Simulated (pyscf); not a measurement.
Elementary routes open to `[F][SiH2][O][SiH3]` + `[ClH]` in the gas phase (singlet surface):
A. `[F][SiH]([Cl])[O][SiH3]` + `[H][H]` (H–Si, Cl–H broken; Cl–Si, H–H formed)
B. `[F][SiH2][O][SiH2][Cl]` + `[H][H]` (H–Si, Cl–H broken; Cl–Si, H–H formed)

PySCF, gas phase, ωB97X-D3(BJ)/def2-SVP geometries.

Question: Rank the routes by free-energy barrier at 1200 K, lowest first, for ωB97M-D3(BJ)/def2-TZVP energies (ideal gas, 1 atm, RRHO with modes under 100 cm⁻¹ raised to 100, one conformer, R ln 2 for chiral ones without a mode under 150 cm⁻¹).

Answer: A (74.0 kcal/mol), B (77.2 kcal/mol)

Route A is the fastest of these, ahead of the next by 3.2 kcal/mol. The most stable products are those of A (ΔG = -16.8 kcal/mol), so kinetics and thermodynamics agree. At 298 K A is still the fastest. B: On the reactant side the descent ends in a complex (not fully relaxed), 4.4 kcal/mol under the separated species and 35.7 kcal/mol under the saddle at ωB97X-D3(BJ)/def2-TZVP. Only these routes are compared; each barrier is that of the saddle found, and lower ones may exist.
